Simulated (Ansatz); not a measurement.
# Two structures, one formula

Two relaxed structures of SiH4OF (charge +1), closed shell (PBE0-D4/def2-TZVP; forces vanish, vibrations not checked).

A:

```xyz
7
angstrom
O -0.8324 0.1636 -0.5541
Si 0.6917 0.0044 0.4119
F 0.6483 -1.4791 0.8954
H -0.9197 -0.1792 -1.4591
H -1.7058 0.2764 -0.1435
H 0.4274 0.9695 1.4804
H 1.6904 0.2443 -0.6310
```

B:

```tsv
atom	x (Å)	y (Å)	z (Å)
O1	-0.9242	0.2775	-0.1762
Si2	0.5532	0.3129	0.3955
F3	1.0093	-1.5538	0.4107
H4	0.4661	-2.2269	0.7857
H5	-1.1904	0.3631	-1.0973
H6	0.5818	0.5128	1.8439
H7	1.6711	0.6881	-0.4754
```

Computed with Ansatz 0.2.0 (basis: def2-TZVPP); correlated methods freeze the cores. B3LYP uses VWN-RPA correlation.

(1) Which structure is lower at CCSD(T), and by how much? (Judge from chemistry; the value comes from the calculation.)

The T1 diagnostic stays at or below 0.012.

Results:

(1) The calculation gives: A, by 108.6 kJ/mol (electronic energy, against the other). By their contacts, A is SiH₄OF ([OH2][SiH2][F]), total charge +1 and B is SiH₄OF ([OH][SiH2][FH]), total charge +1.

All methods give the same order:

```
   method  E(B) − E(A) (kJ/mol)
   PBE-D4                 101.1
r2SCAN-D4                 108.4
  PBE0-D4                 107.2
 B3LYP-D4                 105.9
  wB97M-V                 105.6
       HF                 117.9
      MP2                 108.0
     CCSD                 110.3
  CCSD(T)                 108.6
```

Labels in which every atom is bracketed show which atoms are joined, not bond orders.

For scale, one of the runs: CCSD(T)/def2-TZVPP, 160 basis functions, launched by `ansatz run in.yaml --threads 2 --pin off --events-out ev --progress --plain --max-ram 4352MiB`. The run took 27 s on 2 CPU threads of an Arm Neoverse V1 (shared host), with 1.2 GiB of host memory at its peak.
